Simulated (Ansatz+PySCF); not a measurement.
Values are calculated unless marked as measured or tabulated.
This PySCF input gave a total energy of -76.23649 hartree.

```python
from pyscf import gto, scf

mol = gto.M(atom="""
O 0.000000 0.000000 -0.162740
H 0.000000 0.000000 1.301900
H 30.000000 0.000000 -0.836970
H 30.000000 0.000000 0.836970
""", basis='6-31g', charge=0, spin=1)
mf = scf.ROHF(mol)
mf.kernel()
print(mf.converged, mf.e_tot, mf.spin_square()[0])
```

(1) Write an input for Ansatz with the same method and basis set.

Answers

(1)

```yaml
crystal:
  periodic: [false, false, false]
  atoms:
    - { symbol: O, position_ang: [0.0, 0.0, -0.16274] }
    - { symbol: H, position_ang: [0.0, 0.0, 1.3019] }
    - { symbol: H, position_ang: [30.0, 0.0, -0.83697] }
    - { symbol: H, position_ang: [30.0, 0.0, 0.83697] }
basis:
  gaussian: { orbitals: "6-31G" }
magnetization:
  initial_magnetization: 1
hamiltonian:
  xc: hf
scf:
  omitted_lower_state_checks: [stability, starts, atomic_configurations, cluster_reference, orbital_swaps, given_window_search, neighbouring_geometries, increment]
```

Ansatz (development build ahead of 0.2.0) gave -76.23649 hartree, 0.00 meV from the first. Caution: an unrestricted determinant lies well below.
